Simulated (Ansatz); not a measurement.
Basis sets compared for SiH2Me(SiH3) (CH₈Si₂). Total charge 0; singlet. Geometry r2SCAN-D4/def2-SVP. Ansatz on 4 threads of Intel Xeon on a shared host; times are rough, and most runs start from earlier orbitals.

| atom | x (Å) | y (Å) | z (Å) |
| --- | --- | --- | --- |
| Si1 | -0.199 | 0.824 | -0.200 |
| H2 | -1.528 | 1.295 | -0.707 |
| H3 | 0.561 | 2.033 | 0.255 |
| C4 | 0.747 | -0.063 | -1.570 |
| H5 | 0.901 | 0.602 | -2.434 |
| H6 | 0.197 | -0.951 | -1.920 |
| H7 | 1.736 | -0.393 | -1.216 |
| Si8 | -0.548 | -0.592 | 1.641 |
| H9 | -1.366 | -1.779 | 1.236 |
| H10 | -1.262 | 0.116 | 2.748 |
| H11 | 0.761 | -1.092 | 2.167 |

B3LYP takes the VWN-RPA correlation.

Binding counts from free atoms (Si triplet, H doublet, C triplet) in the same basis, without a counterpoise term.

```tsv
level	functions	energy (Eh)	HOMO (eV)	LUMO (eV)	binding per atom (eV)	wall time
HF/STO-3G	31	-613.2840	-8.47	10.93	3.51	0.2 s
HF/6-31G	51	-620.2479	-10.60	3.65	2.29	0.46 s
PBE-D4/def2-SVP	90	-621.3147	-6.91	-0.36	3.28	1 s
PBE-D4/def2-TZVP (with forces)	153	-621.5653	-6.91	-0.68	3.28	2.2 s
r2SCAN-D4/def2-TZVP	153	-621.8491	-7.16	-0.35	3.30	2.6 s
B3LYP-D4/6-31G	51	-621.8541	-7.86	0.62	3.14	1.1 s
B3LYP-D4/def2-TZVP	153	-621.9969	-7.83	-0.07	3.31	2.3 s
PBE0-D4/def2-SVP	90	-621.3906	-8.07	0.44	3.27	1.2 s
PBE0-D4/def2-TZVP	153	-621.6373	-8.02	0.13	3.28	1.9 s
```

(1) Estimate the rows for PBE-D4/def2-TZVPD, r2SCAN-D4/def2-TZVPD, PBE0-D4/def2-TZVPD.

Answers

(1) 
| level | functions | energy (Eh) | HOMO (eV) | LUMO (eV) | binding per atom (eV) | wall time |
| --- | --- | --- | --- | --- | --- | --- |
| PBE-D4/def2-TZVPD | 195 | -621.5659 | -6.92 | -0.85 | 3.28 | 2.5 s |
| r2SCAN-D4/def2-TZVPD | 195 | -621.8496 | -7.16 | -0.44 | 3.30 | 3.3 s |
| PBE0-D4/def2-TZVPD | 195 | -621.6378 | -8.03 | -0.11 | 3.28 | 3 s |
